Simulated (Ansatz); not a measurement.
We consider fcc Ni, described by BLYP (plane waves, PAW; Ansatz, an electronic-structure program).

Settings: plane-wave cutoff 520 eV, 26×26×26 k mesh, Fermi–Dirac smearing 0.05 eV, spin-polarised with parallel moments, scalar-relativistic PAW data made under PBE.

Response to compression and expansion:

| V (Å³/atom) | P (GPa) | moment (μB per cell of 1 atoms) |
|---|---|---|
| 10.759 | 12.15 | 0.60 |
| 10.988 | 7.61 | 0.61 |
| 11.217 | 3.59 | 0.62 |
| 11.446 | 0.01 | 0.63 |
| 11.675 | -3.17 | 0.64 |
| 11.904 | -5.99 | 0.64 |
| 12.133 | -8.50 | 0.65 |
